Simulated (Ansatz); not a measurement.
# C₄H₅NS: one species, many methods

An exercise on one series of results from a longer session: the logs are not shown, and one member is left open.

Program: Ansatz 0.2.0, Gaussian basis. Level of theory: functionals in def2-TZVPP, the program's frozen cores in correlated methods. These are calculated values, not measurements.

The runs, in order: LDA (SPW92), PBE-D4, revPBE-D4, BLYP-D4, r2SCAN-D4, B97M-V, PBE0-D4, B3LYP-D4, r2SCANh-D4, r2SCAN0-D4, HSE06-D4, BHLYP-D4, CAM-B3LYP-D4, LC-ωPBE, ωB97X-V, ωB97M-V, B2PLYP, PBE-QIDH; CCSD(T)/def2-SVP; CCSD(T)/def2-TZVPP; MP2/def2-QZVPP; extrapolation to the limit; RPA on PBE.

### The geometry

An earlier PBE0-D4 in a triple-zeta def2 set relaxation fixed the geometry.

SMILES `Cc1nccs1`, 11 atoms, charge 0, spin multiplicity 1.

Atoms are counted from 1 here; the program's logs count them from 0.

Bond lengths: C1–C2 1.487 Å, C1–H7 1.089 Å, C1–H8 1.092 Å, C1–H9 1.093 Å, C2–N3 1.298 Å, C2–S6 1.730 Å, N3–C4 1.364 Å, C4–C5 1.358 Å, C4–H10 1.082 Å, C5–S6 1.707 Å, C5–H11 1.079 Å. Angles: C2–C1–H7 108.6°, C2–C1–H8 111.7°, C2–C1–H9 111.2°, H7–C1–H8 109.1°, H7–C1–H9 108.5°, H8–C1–H9 107.8°, C1–C2–N3 124.3°, C1–C2–S6 122.1°, N3–C2–S6 113.7°, C2–N3–C4 111.3°, N3–C4–C5 115.9°, N3–C4–H10 119.4°, C5–C4–H10 124.8°, C4–C5–S6 109.3°, C4–C5–H11 128.8°, S6–C5–H11 121.9°, C2–S6–C5 89.9°.

Set-up of the first run:

Contents of in.yaml:

```yaml
crystal:
  periodic: [false, false, false]
  atoms:
    - {symbol: C, position_ang: [-0.613622, -0.794757, 1.672829]}
    - {symbol: C, position_ang: [-0.172518, -0.188739, 0.388508]}
    - {symbol: N, position_ang: [1.042774, -0.239164, -0.063708]}
    - {symbol: C, position_ang: [1.156691, 0.417689, -1.253778]}
    - {symbol: C, position_ang: [0.016897, 0.982391, -1.730124]}
    - {symbol: S, position_ang: [-1.260889, 0.678150, -0.639409]}
    - {symbol: H, position_ang: [0.186578, -1.431052, 2.048879]}
    - {symbol: H, position_ang: [-1.517003, -1.394633, 1.546705]}
    - {symbol: H, position_ang: [-0.825859, -0.025710, 2.420087]}
    - {symbol: H, position_ang: [2.117966, 0.455214, -1.748938]}
    - {symbol: H, position_ang: [-0.131016, 1.540610, -2.641061]}
basis:
  gaussian: {orbitals: def2-TZVPP}
hamiltonian: {xc: lda}
output: {orbitals: {seedname: orbitals}}
```

Command:

```bash
ansatz run in.yaml --threads 2 --pin off --events-out ev --progress --plain --max-ram 20480MiB --backend cpu
```

Steps of the session up to this table: LDA; PBE-D4 (GGA); revPBE-D4 (GGA); BLYP-D4 (GGA); r2SCAN-D4 (meta-GGA); B97M-V (meta-GGA); PBE0-D4 (hybrid); B3LYP-D4 (hybrid); r2SCANh-D4 (hybrid); r2SCAN0-D4 (hybrid); HSE06-D4 (hybrid); BHLYP-D4 (hybrid); CAM-B3LYP-D4 (range-separated); LC-ωPBE (range-separated); ωB97X-V (range-separated); ωB97M-V (range-separated); B2PLYP (double hybrid); PBE-QIDH (double hybrid).

One of the session's tables, all rows but one given; the rest of the session is left out.

It belongs to the step «Frontier levels by functional». 

| functional | HOMO (eV) | gap (eV) |
| --- | --- | --- |
| LDA (SPW92) | -6.14 | 4.40 |
| PBE-D4 | -5.95 | 4.42 |
| revPBE-D4 | -5.88 | 4.43 |
| BLYP-D4 | -5.78 | 4.38 |
| r2SCAN-D4 | ? | ? |
| B97M-V | -6.09 | 4.79 |
| PBE0-D4 | -6.98 | 6.35 |
| B3LYP-D4 | -6.76 | 5.93 |
| r2SCANh-D4 | -6.51 | 5.47 |
| r2SCAN0-D4 | -7.09 | 6.55 |
| HSE06-D4 | -6.58 | 5.57 |
| BHLYP-D4 | -7.82 | 8.23 |
| CAM-B3LYP-D4 | -8.23 | 8.70 |
| LC-ωPBE | -9.57 | 11.09 |
| ωB97X-V | -9.19 | 10.70 |
| ωB97M-V | -9.09 | 10.54 |

Q: Estimate the row for r2SCAN-D4 from the others.

Worked estimate for «HOMO (eV)». Against the share of exact exchange, r2SCANh-D4 (0.1, -6.51), r2SCAN0-D4 (0.25, -7.09) give a slope of -3.87 per unit share; at 0 the line stands at -6.12.

As computed: HOMO (eV): -6.12; gap (eV): 4.75. In «HOMO (eV)» the line misses by 0.00.
